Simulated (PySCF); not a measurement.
Problem. Write Cartesian coordinates for `c1(cscc1)C` as optimised with LC-wPBE/6-31G*.

Solution. 
```
atom  x, y, z in Å
C1    -1.878    0.038    0.184
C2    -0.421   -0.287    0.046
C3     0.602    0.698   -0.146
C4     1.843    0.160   -0.246
S5     1.806   -1.545   -0.114
C6     0.105   -1.540    0.081
H7    -2.471   -0.865    0.348
H8    -2.259    0.531   -0.715
H9    -2.053    0.713    1.028
H10    0.405    1.763   -0.204
H11    2.782    0.679   -0.391
H12   -0.431   -2.472    0.214
```

Orientation and origin are arbitrary. Atoms count from 1 in this order. The C–C distances run from 1.357 Å (C3–C4, aromatic) to 1.499 Å (C1–C2, drawn single), a spread of 0.142 Å. The 6 heavy atoms lie in one plane (0.001 Å rms). The 5-membered ring C2–C3–C4–S5–C6 has internal angles of 91.6° to 113.0°; it is planar, 0.00 Å rms from its mean plane, widest ring torsion 0°.

Bonds between heavy atoms (Å): C1–C2 1.499, C2–C3 1.433, C3–C4 1.357, C4–S5 1.710, S5–C6 1.712, C2–C6 1.360.

The calculation used PySCF 2.14.0, LC-wPBE/6-31G* geometry optimisation, gas phase.

Point group: Cs (every atom within 0.08 Å of its image). Whether it is a minimum is left open (no frequencies).
